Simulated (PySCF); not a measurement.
Start geometry of `C(C#C)#CF` from GFN2-xTB (Å):
```
atom  x, y, z in Å
C1    -1.743   -0.401    0.827
C2    -0.651   -0.150    0.387
C3     0.581    0.134   -0.109
C4     1.672    0.385   -0.548
F5     2.837    0.653   -1.016
H6    -2.693   -0.620    1.211
```

What comes out of this run: PySCF 2.14.0, PBE0-D3(BJ)/def2-TZVP geometry optimisation, gas phase?

```
atom  x, y, z in Å
C1    -1.732   -0.210    0.921
C2    -0.645   -0.079    0.421
C3     0.588    0.070   -0.145
C4     1.671    0.203   -0.642
F5     2.814    0.342   -1.167
H6    -2.693   -0.324    1.364
```

The energy falls by 0.016 eV over 7 energy and gradient evaluations, the largest force component goes from 0.0169 to 2.5e-04 Eh/bohr, and the atoms move by 0.009 Å rms after alignment. The bond that changes most is C4–F5 (ends: alkyne carbon; fluorine bonded to C), which shortens by 0.018 Å. Bonds longer at the end by more than 0.005 Å: 2 of 5; shorter: 1. The orientation of the end geometry is arbitrary; only internal coordinates are fixed.

The run used 161 basis functions and 50 SCF cycles in all.

No frequency check.
